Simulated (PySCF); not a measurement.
**Ionisation energy of Mg by level of theory**

Mg [Ne] 3s2 (1S) → Mg⁺ [Ne] 3s1 (2S), as a difference of total energies. Calculation: PySCF 2.14, in Sapporo-DZP-2012 (5s4p1d, 22 functions); the spin-free X2C one-electron Hamiltonian (Gaussian nucleus). Correlated levels: valence: [Ne] frozen. The calculations carry no spin-orbit coupling.

```
           method  ionisation energy (eV)
              UHF                   6.618
              PBE                   7.632
             TPSS                   7.557
    MP2 (valence)                   7.099
SCS-MP2 (valence)                   7.195
   CCSD (valence)                   7.472
```

Errors of the correlated levels include the incompleteness of this basis and the frozen core.

With two correlated electrons CCSD is exact in that space.

The coupled-cluster amplitudes are large for Mg (T1 above 0.03 or a double amplitude above 0.15), so a single reference is strained.

**Question.** Which method comes closest to the reference value, and which is furthest?

**Answer.** The reference is 7.646 eV (measured; NIST Atomic Spectra Database, ionization energies). Closest: PBE (error -0.014 eV); furthest: UHF (error -1.028 eV).
